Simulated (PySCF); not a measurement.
## Frontier levels across methods

Species: fluoroacetylene, C2HF.
Cartesian coordinates in Å at the PBE0-D3(BJ)/def2-SVP level; atoms count from 1:
```xyz
4
C2HF angstrom
C     -0.6117   -0.0001    0.0052
C      0.5190   -0.0001   -0.4072
F      1.7121    0.0002   -0.8427
H     -1.6194    0.0000    0.3730
```

Basis pcSseg-2 throughout (PySCF), one geometry. Geometry: PBE0-D3(BJ)/def2-SVP; no solvent, vibrations or thermal averaging.

Problem. How do the orbital energies, the gap and the dipole change with the method?

Solution. 
```tsv
method	kind	HOMO (eV)	LUMO (eV)	gap (eV)	μ (D)	SCF cycles
BLYP	GGA	-6.82	-0.22	6.60	0.46	14
B97-D	GGA	-6.92	-0.07	6.85	0.46	13
OPBE	GGA	-6.93	-0.12	6.81	0.39	14
KT2	GGA	-6.95	-0.31	6.65	0.46	14
PBE	GGA	-6.96	-0.19	6.77	0.42	14
KT3	GGA	-6.98	-0.46	6.53	0.47	14
BP86	GGA	-7.04	-0.12	6.92	0.43	14
LDA	LDA	-7.15	-0.27	6.88	0.48	14
B97-2	global hybrid	-8.02	0.70	8.72	0.57	14
B3LYP	global hybrid	-8.06	0.35	8.41	0.59	13
PBE0	global hybrid	-8.30	0.71	9.01	0.58	14
mPW1PW91	global hybrid	-8.32	0.68	9.00	0.59	13
BHandHLYP	global hybrid	-9.50	1.26	10.76	0.75	12
CAM-B3LYP	range-separated hybrid	-9.73	1.40	11.13	0.66	13
wB97X-D	range-separated hybrid	-10.19	2.43	12.63	0.59	13
LC-wPBE	range-separated hybrid	-11.16	2.52	13.68	0.65	13
HF	Hartree–Fock	-11.31	2.75	14.06	0.86	10
```

The HOMO spans 4.49 eV, from BLYP down to HF, and the gap runs from 6.53 eV (KT3) to 14.06 eV (HF). Over the methods BLYP (0 %), B97-D (0 %), OPBE (0 %), KT2 (0 %), PBE (0 %), KT3 (0 %), BP86 (0 %), LDA (0 %), B97-2 (21 %), B3LYP (20 %), PBE0 (25 %), mPW1PW91 (25 %), BHandHLYP (50 %), HF (100 %), a straight line through the gap against the share of exact exchange rises by 0.75 eV for each 10 % (correlation coefficient 0.995). The dipole ranges from 0.39 D (OPBE) to 0.86 D (HF). This basis has no diffuse functions.

Reference dipole: 0.73 D (measured, gas; NIST CCCBDB Release 22 (SRD 101), experimental dipoles); nearest here: BHandHLYP (0.75 D). 

The vertical ΔSCF ionisation energy at CAM-B3LYP/def2-SVPD is 11.31 eV; −ε(HOMO) comes closest to it with HF (11.31 eV).
